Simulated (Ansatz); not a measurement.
Program: Ansatz. Geometries: PBE0-D4/def2-TZVP. ΔE: electronic, gas phase. CBS: MP2 limit from def2 TZ/QZ plus the TZ coupled-cluster correction, frozen cores. This one scheme is used for every species. Triplets are unrestricted, without spin–orbit coupling. Each species was taken in one conformer, which may not be the lowest.

`CC(O)(F)C=O` → `[CH2]` (triplet) + `O=CC(O)F`  (formal loss of a carbene)

| species | MP2/def2-TZVPP energy (Eh) |
| --- | --- |
| `CC(O)(F)C=O` | -367.03922 |
| `[CH2]` (triplet) | -39.05595 |
| `O=CC(O)F` | -327.80586 |

Problem. Work out ΔE.

Solution. ΔE = (-39.05595) + (-327.80586) − (-367.03922) = 0.17741 Eh = +111.3 kcal/mol. CCSD(T)/CBS gives +111.1 kcal/mol.

Largest T1 diagnostic among the species: 0.014.

From PBE to PBE0 (25 % exact exchange), in def2-TZVPP and without D4, ΔE moves by −1.6 kcal/mol. The D4 term adds +2.5 kcal/mol with B3LYP and +1.4 kcal/mol with PBE0; it sums over pairs of atoms, weighted by their polarisabilities, and B3LYP, whose exchange is more repulsive, gets the larger term.

B3LYP here is the variant with VWN-RPA as its local correlation; programs differ in this.
